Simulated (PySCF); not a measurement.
One molecule, many functionals

CHNO.
Structure used (PBE0-D3(BJ)/def2-SVP), in Å, numbered top down from 1:
```
atom  x, y, z in Å
N1    -0.6974    0.2834   -0.1537
C2     0.4602    0.0380   -0.4084
O3     1.5732   -0.0779   -0.7318
H4    -1.3359   -0.2435    0.4222
```

Linear-response calculations in the def2-SVPD basis (PySCF; singlets by full response, triplets Tamm–Dancoff, core orbitals frozen in the response; HF means time-dependent Hartree–Fock). 'Strongest' is the level of largest summed f among the singlets computed (10 roots, of which the last may lack a degenerate partner); it can jump between rows when another state enters that window. S1 is the lowest singlet of each run and needn't be the same state throughout; f(S1) is that of one state. Isolated species at its PBE0-D3(BJ)/def2-SVP geometry, gas phase.

| functional | kind | S1 (eV) | f(S1) | strongest (eV) | T1 (eV) | HOMO (eV) | gap (eV) | ionisation energy, ΔSCF (eV) |
| --- | --- | --- | --- | --- | --- | --- | --- | --- |
| LDA | LDA | 6.62 | 0.001 | 9.70 | 6.25 | -7.67 | 6.46 | 12.02 |
| PBE | GGA | 6.60 | 0.001 | 9.53 | 6.14 | -7.46 | 6.46 | 11.68 |
| B3LYP | global hybrid, 20% exact exchange | 6.61 | 0.001 | 9.85 | 6.18 | -8.68 | 8.43 | 11.78 |
| PBE0 | global hybrid, 25% exact exchange | 6.70 | 0.001 | 10.14 | 6.24 | -8.92 | 9.01 | 11.72 |
| BHandHLYP | global hybrid, 50% exact exchange | 6.70 | 0.002 | 10.41 | 6.32 | -10.30 | 11.08 | 11.61 |
| CAM-B3LYP | range-separated hybrid | 6.58 | 0.002 | 10.07 | 6.18 | -10.34 | 11.29 | 11.83 |
| wB97X-D | range-separated hybrid | 6.67 | 0.002 | 10.33 | 6.31 | -10.84 | 12.76 | 11.78 |
| LC-wPBE | range-separated hybrid | 6.60 | 0.002 | 10.45 | 6.18 | -11.68 | 13.75 | 11.87 |
| HF | Hartree–Fock | 6.91 | 0.002 | 11.16 | 6.63 | -12.45 | 14.74 | not settled |

S1 runs from 6.58 eV (CAM-B3LYP) to 6.91 eV (HF), a spread of 0.33 eV, while the orbital gap spreads over 8.3 eV. −ε(HOMO) comes closest to its own ΔSCF ionisation energy with LC-wPBE (-0.19 eV) and misses most with LDA (-4.35 eV). 'Not settled' means that the ion's SCF failed to converge or may have ended in another state than the lowest.
